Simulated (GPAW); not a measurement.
# C2H2F2O (SMILES FC1OC1F) at RPBE/plane waves (scalar-relativistic datasets, plane-wave cutoff 450 eV)

We compute the charge distribution of C2H2F2O. Input form: an ASE script.

The calculation is run with GPAW 26.7.0.

5 further runs of the same task are left out: 5 set aside as unsound or not needed.

## 1. The molecule

C2H2F2O: 7 atoms, total charge 0, spin state singlet. SMILES: `FC1OC1F`. The coordinates come from a GFN2-xTB relaxation.

Bond lengths: F1–C2 1.348 Å, C2–O3 1.379 Å, C2–C4 1.460 Å, O3–C4 1.378 Å, C4–F5 1.348 Å, C2–H6 1.084 Å, C4–H7 1.085 Å. Some angles: F1–C2–O3 116.1°, F1–C2–C4 118.4°, O3–C2–C4 58.0°, C2–O3–C4 63.9°, C2–C4–O3 58.0°, C2–C4–F5 118.5°, O3–C4–F5 116.1°, F1–C2–H6 111.8°, O3–C2–H6 118.8°, C4–C2–H6 123.5°.

## 2. The charge distribution at RPBE/plane waves (scalar-relativistic datasets, plane-wave cutoff 450 eV)

File calc.py:

```python
import numpy as np
from ase import Atoms
from ase.units import Debye
from gpaw import GPAW, PW

mol = Atoms(['F', 'C', 'O', 'C', 'F', 'H', 'H'],
    positions=[[  0.611470,  -1.492030,   0.834000],
               [  0.000320,  -0.302010,   0.664670],
               [ -1.105110,  -0.300710,  -0.159300],
               [  0.024650,   0.309360,  -0.660530],
               [ -0.018500,   1.653880,  -0.750590],
               [ -0.035540,   0.267690,   1.586480],
               [  0.522710,  -0.136160,  -1.514730]])
mol.center(vacuum=4.5)

gpaw_calc = GPAW(mode={'name': 'pw', 'ecut': 450}, maxiter=100, xc='RPBE', txt='-')
mol.calc = gpaw_calc

energy = mol.get_potential_energy()
print(f'Energy = {energy:.5f} eV')
forces = mol.get_forces()
print('Forces (eV/Ang)')
for symbol, f in zip(mol.symbols, forces):
    print(f'{symbol:2} {f[0]:9.4f} {f[1]:9.4f} {f[2]:9.4f}')
dipole = mol.get_dipole_moment() / Debye
print(f'Dipole                  {np.linalg.norm(dipole):.3f} D')
homo, lumo = gpaw_calc.get_homo_lumo()
print(f'HOMO                    {homo:.3f} eV')
print(f'LUMO: {lumo:.3f} eV')
print(f'Gap: {lumo - homo:.3f} eV')
```

The run is started by

```sh
$ python3 -u calc.py | tee calc.out
```

What values should one expect? Wanted: energy as printed; dipole moment; HOMO energy; LUMO energy; HOMO–LUMO gap; largest force on an atom.

**Answer.** As computed:

At RPBE/plane waves (scalar-relativistic datasets, plane-wave cutoff 450 eV):

| quantity | value |
| --- | --- |
| energy as printed (from the program's reference atoms) | -35.9298 eV |
| dipole moment | 0.80 D |
| HOMO energy (shifted to the vacuum level, unlike the log) | -7.38 eV |
| LUMO energy (shifted to the vacuum level, unlike the log) | -0.58 eV |
| HOMO–LUMO gap | 6.79 eV |
| largest force on an atom | 2.388 eV/Å |

The largest force is 2.39 eV/Å: the shape isn't a stationary point for this species at this level.
